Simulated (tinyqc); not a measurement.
Hueckel theory of the pi electrons, for the molecule N=CO (SMILES; centres numbered as the heavy atoms are written), step by step. One step of it, computed by the program tinyqc.

Question. Energy, charges, bond orders. E = sum n x; q_r = z_r - P_rr; bond order p = P_rs; free valence = sqrt(3) - sum of p over the bonds of the atom.

x values: [2.352953, 1.069215, -0.922168]

occupations: [2.000000, 2.000000, 0.000000]

charge and bond-order matrix P, order 1N, 2C, 3O:
$$\begin{pmatrix}
1.369910 & 0.896093 & -0.245323 \\
0.896093 & 0.725605 & 0.348890 \\
-0.245323 & 0.348890 & 1.904485
\end{pmatrix}$$

Centres:
```
centre  z_r, pi electrons of the neutral centre         h
1N                                            1  0.500000
2C                                            1  0.000000
3O                                            2  2.000000
```

Bonds:
```
i  j         k
1  2  1.000000
2  3  0.800000
```

Give: pi energy = 4 alpha + this times beta; pi charges; Bond orders and lengths from R = 1.517 - 0.180 p; free valence of the carbons; gap between the highest filled and the next level.

Answer.

pi energy = 4 alpha + this times beta = 6.844

pi charges: 1N -0.370, 2C 0.274, 3O 0.096

Bond orders and lengths from R = 1.517 - 0.180 p (angstrom, C-C alone):
```
bond      p  R
1-2   0.896  -
2-3   0.349  -
```

free valence of the carbons: 2C 0.487

gap between the highest filled and the next level = 1.991 |beta|
